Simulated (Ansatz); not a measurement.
SnSe (Pnma, No. 62), treated with r²SCAN (Ansatz, a quantum-chemistry and plane-wave program, PAW).

Numerical settings: plane-wave cutoff 500 eV, 4×10×8 k mesh (along the axes of the cell as run), Fermi–Dirac smearing 0.05 eV, scalar-relativistic PAW data made under PBE.

Computed at the level's own relaxed cell.

Question: Estimate the equilibrium volume per atom and band gap that the calculation returns.

Answer: 
- equilibrium volume per atom: 28.28 Å³/atom
- band gap: 1.15 eV (on the SCF k mesh)

Measured, for comparison: band gap 0.91 eV (temperature not stated, no zero-point or thermal correction, compiled measured gap; kind and temperature not stated; as tabulated in Kothakonda et al. (2022), arXiv:2208.02841).

Note: the cell comes from a level without a dispersion term, which matters for the spacing of layers, chains or molecules; the volume lies 7 % above that of the published cell.

Spin–orbit coupling is not included.

Static lattice: no zero-point or thermal effects.

Cost on a shared machine: roughly 16 core-minutes.
